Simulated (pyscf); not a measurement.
H₂S + H₃Si–SH -> H₃Si–SH + H₂S (four-centre exchange; singlet surface; H–S, S–Si broken, S–Si, H–S formed). Structures and frequencies: ωB97X-D3(BJ)/def2-SVP in PySCF. Correlated levels are frozen-core, on RHF or UHF. ΔMP2 is the change of the MP2 total energy from the triple- to the quadruple-zeta basis. Energies in kcal/mol from the separated reactants.

```tsv
level	barrier	reaction energy
ωB97X-D3(BJ)/def2-TZVP	38.0	0.0
PBE/def2-TZVP	30.7	0.0
B3LYP-D3(BJ)/def2-TZVP	36.3	0.0
M06-2X/def2-TZVP	___	0.0
CCSD/def2-TZVPP	46.0	0.0
CCSD(T)/def2-TZVPP	42.1	0.0
CCSD(T)/def2-TZVPP + ΔMP2(QZVPP)	___	0.0
```

Question: Some entries are withheld; supply them.

Answer: 
- M06-2X/def2-TZVP, barrier: 39.7
- CCSD(T)/def2-TZVPP + ΔMP2(QZVPP), barrier: 41.4

Of the functionals in the table, M06-2X is closest to CCSD(T)/def2-TZVPP + ΔMP2(QZVPP) in the barrier (1.7 kcal/mol apart) and PBE least close (10.7 kcal/mol); that level has limits of its own. This is the saddle that the search found; another between the same sides may lie lower. The CCSD(T) − MP2 part came from Ansatz, without density fitting, on the same reference.
